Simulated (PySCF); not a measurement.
Isomers of C5H8O, one GFN2-xTB conformer each. Single-point energies are computed at PBE0/pcSseg-1 (PySCF, gas phase, no added dispersion term), electronic only.

| SMILES | GFN2-xTB relative energy (kJ/mol) |
| --- | --- |
| C#CC(C)(C)O | 209.3 |
| O=C1CCCC1 | 0.0 |

Conformers: `[CH:1]#[C:2][C:3]([CH3:4])([CH3:5])[OH:6]` with C2–C3–O6–H 57°; `[O:1]=[C:2]1[CH2:3][CH2:4][CH2:5][CH2:6]1` with O1–C2–C3–C4 168°, C2–C3–C4–C5 31°, C3–C4–C5–C6 -38°, C4–C5–C6–C2 31°.

Q: What does PBE0/pcSseg-1 give for the same structures?

A: 
```json
{"SMILES": "O=C1CCCC1", "PBE0/pcSseg-1 E (Eh)": "-270.22621", "PBE0/pcSseg-1 (kJ/mol)": "0.0", "GFN2-xTB (kJ/mol)": "0.0", "point group": "C2"}
{"SMILES": "C#CC(C)(C)O", "PBE0/pcSseg-1 E (Eh)": "-270.14431", "PBE0/pcSseg-1 (kJ/mol)": "215.0", "GFN2-xTB (kJ/mol)": "209.3", "point group": "–"}
```

Both levels put the same isomer lowest. As drawn, the lower has a C=O bond, which the higher lacks; the higher has a C≡C bond and an O–H bond, which the lower lacks.

Q: Which frontier levels, dipoles and rotational constants go with these structures?

A: 
```csv
SMILES,"HOMO (eV, PBE0/pcSseg-1)",LUMO (eV),dipole (D),"A, B, C (MHz)"
O=C1CCCC1,-7.01,-0.45,3.06,"6748, 3380, 2436"
C#CC(C)(C)O,-7.83,0.90,1.36,"4783, 2801, 2744"
```
